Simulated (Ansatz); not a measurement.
Process, species as SMILES: ClCCl + 2 [H][H] (H2) → C (CH4) + 2 Cl (HCl)
B3LYP-D3(BJ)/def2-TZVP geometries, fixed; electronic energies without zero-point terms.
Largest species:
```xyz
5

C      0.0039     0.0052     0.7673
Cl    -0.0175     1.4825    -0.2263
Cl     0.0153    -1.4855    -0.2061
H     -0.8904    -0.0005     1.3784
H      0.9045     0.0193     1.3690
```

Energies in hartree at PBE with Ansatz (an electronic-structure program); the energy of full hydrogenation is their sum with the coefficients shown, times 627.509 kcal/mol a hartree. All functions are spherical. The program fits the integrals of some runs and decomposes those of others, by size. No added dispersion term, no relativity.

```csv
species,coefficient,part,cc-pV(D+d)Z,cc-pV(T+d)Z,cc-pV(Q+d)Z
ClCCl,-1,PBE,-959.28337,-959.33149,-959.34286
[H][H] (H2),-2,PBE,-1.16000,-1.16612,-1.16657
C (CH4),+1,PBE,-40.44301,-40.46329,-40.46664
Cl (HCl),+2,PBE,-460.61476,-460.63451,-460.63892
```

Problem. Predict the energy of full hydrogenation in cc-pV(5+d)Z (X = 5): let each PBE step shrink by the ratio of the last two. Compare with the run.

Solution. 
- ClCCl: steps -0.04812 and -0.01137, ratio 0.236, so PBE -959.34554 (run: -959.35070).
- [H][H] (H2): steps -0.00612 and -0.00045, ratio 0.074, so PBE -1.16660 (run: -1.16670).
- C (CH4): steps -0.02028 and -0.00335, ratio 0.165, so PBE -40.46719 (run: -40.46786).
- Cl (HCl): steps -0.01975 and -0.00441, ratio 0.223, so PBE -460.63990 (run: -460.64240).
Predicted -42.83 kcal/mol; the run in cc-pV(5+d)Z gives -43.02, a miss of 0.19. Keeping the value in cc-pV(Q+d)Z, -42.97, would miss by 0.05. All sums are of the energies as printed.
